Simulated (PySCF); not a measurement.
AlH3 (charge -1 and doublet state).
Structure used (PBE0-D3(BJ)/def2-SVP), in Å, numbered top down from 1:
```
atom  x, y, z in Å
Al1    0.0085   -0.0052    0.3684
H2    -0.9480   -1.2393   -0.1538
H3    -0.5974    1.4508   -0.1043
H4     1.5574   -0.1967   -0.1560
```

Method: PBE0-D3(BJ)/def2-SVP geometry optimisation, gas phase in PySCF 2.14.0.

Problem. Which atoms are bound to Al1, and at what distances?

Solution. 3 atoms: H3 1.646 Å, H4 1.646 Å, H2 1.646 Å.

Problem. What is the shape at Al1?

Solution. Pyramidal: angles 111.0°, 111.0° and 111.0°, sum 332.9°, 0.51 Å off the plane of its three neighbours.

Problem. What are the rotational constants (commonest isotopes, rigid rotor)?

Solution. A = 114695, B = 114633, C = 68114 MHz: an oblate symmetric top.

Point group: C3v (tolerance 0.08 Å). Charge -1, doublet. ⟨S²⟩ = 0.752 (exact for a doublet: 0.75). Whether the extra electron is bound in the gas phase wasn't checked; a finite basis holds it in any case. No frequency check.
